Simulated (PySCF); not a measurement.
Coordinates in bohr (charge -1 multiplicity 1):
```
Li    0.0000    0.0000    0.0000
Cl    0.0000    0.0000    4.0719
Cl    0.0000    0.0000   -4.0719
```

Computed with PBE0/[Li def2-TZVPD, Cl def2-TZVPD], no relativity, density fitting, PySCF.

This geometry of [LiCl2]- is a stationary point at this level.

What is the point group?

D∞h.

Is it a minimum?

Yes: all harmonic wavenumbers are real.

Which band is strongest in the infrared?

641 cm⁻¹ (σu+), 204 km/mol.

Give the atomic charges and bond orders.


| atom | Mulliken | Löwdin | polar tensor | Mayer order to Li1 |
| --- | --- | --- | --- | --- |
| Li1 | 0.86 | 0.34 | 0.69 | – |
| Cl2,3 | -0.93 | -0.67 | -0.84 | 0.13 |

This need not be the most stable arrangement of these atoms. The lowest empty level of this anion is unbound, so it and the gap depend on the basis.
